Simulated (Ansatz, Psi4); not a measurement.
# C2H5N: a line through the functionals

The species is C2H5N (8 atoms), meant as a singlet with charge 0. SMILES: `C=NC`. Geometry: relaxed at PBE0-D4/def2-TZVP.

The HOMO–LUMO gap y, in eV, basis aug-cc-pVDZ; a is the functional's share of exact exchange. Programs: Ansatz 0.2.0, Psi4 1.11.

```
functional  program     a  y (eV)
       PBE   Ansatz     0    4.39
    r2SCAN   Ansatz     0    4.95
     TPSSh     Psi4   0.1    5.71
     B3LYP   Ansatz   0.2    6.44
      PBE0   Ansatz  0.25    6.94
   r2SCAN0   Ansatz  0.25       ?
     BHLYP   Ansatz   0.5    9.09
```

Problem. Fit y = c + s·a to the known rows and predict r2SCAN0.

Solution. 
1. Means of the 6 rows: a = 0.1750, y = 6.253.
2. Σ(Δa)² = 0.17875, Σ(Δa·Δy) = 1.573, so the slope is 1.573/0.17875 = 8.8.
3. Intercept: 6.253 − (8.8) × 0.1750 = 4.713. The largest residual of the fit is 0.32.
4. r2SCAN0: 4.713 + (8.8) × 0.25 = 6.91 eV.

The run gave 7.32 eV, so the prediction is off by -0.41 eV, about the largest residual. Exact exchange lowers occupied levels and raises empty ones. The rows mix families of semi-local functionals, which the line can't see.
